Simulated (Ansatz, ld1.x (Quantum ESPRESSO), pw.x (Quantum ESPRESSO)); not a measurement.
**iridium: one change to the TM potential, in the atom and in the bcc crystal**

- Element: Ir
- Generator: ld1.x (Quantum ESPRESSO) 7.5
- Type: norm-conserving Troullier–Martins (Kleinman–Bylander form)
- Functional: PBEsol
- Relativity: scalar-relativistic
- Frozen core: [Xe] 4f14
- Valence charge: 9
- Reference configuration: 5d7 6s2 6p0
- Partial waves: 6s (bound): rc 2.55 bohr; 5d (bound): rc 1.35 bohr; 6p (bound, empty): rc 3.65 bohr
- Local potential: the p channel
- Core correction: a·sin(br)/r model core inside 1.40 bohr

Change: type ultrasoft; waves now 6s (bound): rcut 2.20, rcutus 2.55 bohr; 6s channel at -0.1 Ry: rcut 2.20, rcutus 2.55 bohr; 6p (bound): rcut 3.15, rcutus 3.65 bohr; 6p channel at 1.05 Ry: rcut 3.15, rcutus 3.65 bohr; 5d (bound): rcut 1.15, rcutus 1.35 bohr; 5d channel at 4.35 Ry: rcut 1.15, rcutus 1.35 bohr; local potential all-electron potential smoothed inside 3.40 bohr (lloc = -2); augmentation built from norm-conserving waves at rcut, not smoothed further.

Cutoffs, loose and tight: the cutoffs (Ry, on a coarse ladder) from which the occupation-weighted sum of valence levels, in a spherical-Bessel basis at the reference potential, stays within 10 and 1 mRy of its value at 400 Ry. They do not see the model core or the augmentation charge, which bear on the density cutoff. Test errors are all-electron minus pseudo excitation energies from the reference, over the configurations 5d7 6s1 6p0; 5d7 6s0 6p0; 5d6 6s0 6p0; 5d6 6s2 6p0; 5d6 6s2 6p1; 5d7 6s0 6p1; 5d7 6s1 6p1; variants that change the core or the reference have their own tests.

Crystal test: bcc Ir in pw.x 7.5, no spin, 15³ k-points, Fermi–Dirac smearing 0.01 Ry, cutoffs set for each file from its atomic test. The reference is all-electron LAPW (Ansatz 0.2.0) with the same functional, mesh and smearing; V0 and B0 come from Birch–Murnaghan fits to the pressures at five volumes. Errors are pseudo minus all-electron; Δ is the rms difference of the E(V) curves that follow from these fits, minima aligned, over ±6 % about the mean V0. Mesh and smearing are coarse, so the numbers serve the comparison and aren't converged zero-temperature values; the lattice is a test structure that the element need not adopt.

All-electron: a0 = 3.079 Å (V0 = 14.59 Å³/atom), B0 = 339.1 GPa.

Does the change bring the crystal closer to the all-electron result?

The mean pressure error goes from +30.64 to +59.04 GPa, so the change moves the solid further from the all-electron pressures. Neither pressure curve crosses zero within the volumes sampled, so no fits are given.

| quantity | base | changed |
| --- | --- | --- |
| outcome (atom) | generated | generated |
| cutoff, loose (atom) | 40 Ry | 50 Ry |
| cutoff, tight (atom) | 70 Ry | 90 Ry |
| bound ghosts (atom) | none | none |
| largest test error (meV) (atom) | -98 over the solved tests; 1 of 7 tests not solved or not reliable | -111 |
| cutoffs in pw.x (Ry) | 85/340 | 110/880 |
| mean pressure error (GPa) | +30.64 | +59.04 |

Base: The largest radius (3.65 bohr) exceeds half the bond length (2.52 bohr), so the spheres overlap, which is one possible source of error among others. This is a poor potential for the solid. Atomic configuration tests: 1 of 7 tests not solved or not reliable. Changed file: The largest radius (3.65 bohr) exceeds half the bond length (2.52 bohr), so the spheres overlap, which is one possible source of error among others. This is a poor potential for the solid. The logarithmic derivative shows an extra or strongly shifted pseudo pole above the reference energy (p near 1.26 Ry). The atomic cutoffs weigh occupied waves only.
